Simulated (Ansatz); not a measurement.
Two shapes of doublet NH5(+) in separate pieces.

Shape 1:

```xyz
6

N     0.0000    0.0000    0.0000
H     0.9380    0.3810    0.0000
H    -0.4690    0.3810    0.8120
H    -0.4690    0.3810   -0.8120
H     0.0000    0.3710    4.0000
H     0.0000   -0.3710    4.0000
```

Shape 2:

```xyz
6

N     0.0000    0.0000    0.0000
H     0.9380    0.3810    0.0000
H    -0.4690    0.3810    0.8120
H    -0.4690    0.3810   -0.8120
H     0.0000    0.3710    3.0000
H     0.0000   -0.3710    3.0000
```

Basis set: cc-pVDZ (spherical functions). Left uncorrelated: 1 orbital. Correlation on ROHF uses semicanonical orbitals with singles. Charge 1, multiplicity 2.

Computed with Ansatz (development build ahead of 0.2.0); the reference of a correlated method needn't be the lowest determinant of its kind.

(1) Which shape is lower in energy, and by how much in each method?

Answers

(1)

```json
{"method": "ROHF-CCSD", "E(2) − E(1) (eV)": "-0.024"}
{"method": "UHF-CCSD", "E(2) − E(1) (eV)": "-0.025"}
{"method": "ROHF-CCSD(T)", "E(2) − E(1) (eV)": "-0.026"}
{"method": "UHF-CCSD(T)", "E(2) − E(1) (eV)": "-0.026"}
```

Shape 2 is lower. Caution: the reference determinant was not shown to be the lowest.
